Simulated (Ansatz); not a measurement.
**CH4FSi+ (SMILES C[SiH+]F): one structure at several levels**

A test off equilibrium: a structure displaced at random from a GFN2-xTB minimum is computed at several levels, and each is set against CCSD(T).

Program: Ansatz 0.2.0, Gaussian basis. Level of theory: single points in def2-TZVPP. These are calculated values, not measurements.

Cores are frozen in the correlated methods. B3LYP uses VWN-RPA correlation.

**1. The starting structure**

7 atoms, charge 1, spin multiplicity 1.

Atoms are counted from 1 here; the program's logs count them from 0.

Bond lengths: C1–Si2 1.851 Å, C1–H4 0.843 Å, C1–H5 1.192 Å, C1–H6 0.940 Å, Si2–F3 1.629 Å, Si2–H7 1.487 Å. Angles: Si2–C1–H4 106.3°, Si2–C1–H5 108.6°, Si2–C1–H6 118.9°, H4–C1–H5 114.6°, H4–C1–H6 117.5°, H5–C1–H6 90.2°, C1–Si2–F3 111.0°, C1–Si2–H7 145.7°, F3–Si2–H7 103.2°.

Geometry (Å):

```xyz
7
charge 1, multiplicity 1
C    -0.73050    0.33060   -0.15030
Si    0.89010   -0.37440    0.39930
F     0.75670   -1.96680    0.71600
H    -1.26040   -0.32070   -0.22050
H    -0.55690    0.94000   -1.16000
H    -1.05290    1.10860    0.26810
H     2.33650   -0.10600    0.61660
```

**2. CCSD(T)/def2-TZVPP**

run/in.yaml

```yaml
crystal:
  periodic: [false, false, false]
  atoms:
    - {symbol: C, position_ang: [-0.730500, 0.330600, -0.150300]}
    - {symbol: Si, position_ang: [0.890100, -0.374400, 0.399300]}
    - {symbol: F, position_ang: [0.756700, -1.966800, 0.716000]}
    - {symbol: H, position_ang: [-1.260400, -0.320700, -0.220500]}
    - {symbol: H, position_ang: [-0.556900, 0.940000, -1.160000]}
    - {symbol: H, position_ang: [-1.052900, 1.108600, 0.268100]}
    - {symbol: H, position_ang: [2.336500, -0.106000, 0.616600]}
basis:
  gaussian: {orbitals: def2-TZVPP}
total_charge: 1
correlation: {method: ccsd_t}
output: {forces: true}
```

No record of the launch command was kept for these runs.

**3. PBE0-D4/def2-TZVPP**

run/in.yaml, as its differences from that of step 2:

```diff
@@ -13,3 +13,3 @@
 total_charge: 1
-correlation: {method: ccsd_t}
-output: {forces: true}
+hamiltonian: {xc: pbe0, dispersion: d4}
+output: {forces: true, orbitals: {seedname: orbitals}}
```

**4. wB97M-V/def2-TZVPP**

run/in.yaml, as its differences from that of step 3:

```diff
@@ -13,3 +13,3 @@
 total_charge: 1
-hamiltonian: {xc: pbe0, dispersion: d4}
-output: {forces: true, orbitals: {seedname: orbitals}}
+hamiltonian: {xc: {name: wB97M-V}}
+output: {forces: true}
```

**5. r2SCAN-D4/def2-TZVPP**

run/in.yaml, as its differences from that of step 4:

```diff
@@ -13,3 +13,3 @@
 total_charge: 1
-hamiltonian: {xc: {name: wB97M-V}}
+hamiltonian: {xc: r2scan, dispersion: d4}
 output: {forces: true}
```

**6. PBE-D4/def2-TZVPP**

run/in.yaml, as its differences from that of step 5:

```diff
@@ -13,3 +13,3 @@
 total_charge: 1
-hamiltonian: {xc: r2scan, dispersion: d4}
+hamiltonian: {xc: pbe, dispersion: d4}
 output: {forces: true}
```

**7. B3LYP-D4/def2-TZVPP**

run/in.yaml, as its differences from that of step 6:

```diff
@@ -13,3 +13,3 @@
 total_charge: 1
-hamiltonian: {xc: pbe, dispersion: d4}
+hamiltonian: {xc: {name: B3LYP}, dispersion: d4}
 output: {forces: true}
```

**8. revPBE-D4/def2-TZVPP**

run/in.yaml, as its differences from that of step 7:

```diff
@@ -13,3 +13,3 @@
 total_charge: 1
-hamiltonian: {xc: {name: B3LYP}, dispersion: d4}
+hamiltonian: {xc: {name: revPBE}, dispersion: d4}
 output: {forces: true}
```

(Steps that only read results are left out.)

Before running it: what results should come out? Wanted: energy less free atoms, CCSD(T)/def2-TZVPP; RMS force component; RMS force error; HOMO and LUMO, PBE0-D4; T1 diagnostic.

**Answer**, as computed:

```
                                  quantity                                                                                              value
energy less free atoms, CCSD(T)/def2-TZVPP                                                                                         -14.759 eV
                       RMS force component                                                               5.836 to 5.944 eV/Å over the methods
                           RMS force error  PBE0-D4 0.092, wB97M-V 0.096, r2SCAN-D4 0.110, PBE-D4 0.275, B3LYP-D4 0.120, revPBE-D4 0.305 eV/Å
                    HOMO and LUMO, PBE0-D4                                                                                -16.62 and -8.90 eV
                             T1 diagnostic                                                                                              0.014
```

Against CCSD(T) the functionals' energies less atoms differ by -0.835 to -0.266 eV, PBE-D4 by -0.835 eV. CCSD(T) in triple zeta still lacks some correlation energy of the bonds, so part of these gaps is its own basis error and they don't rank the functionals. On forces the order runs from PBE0-D4 to revPBE-D4.
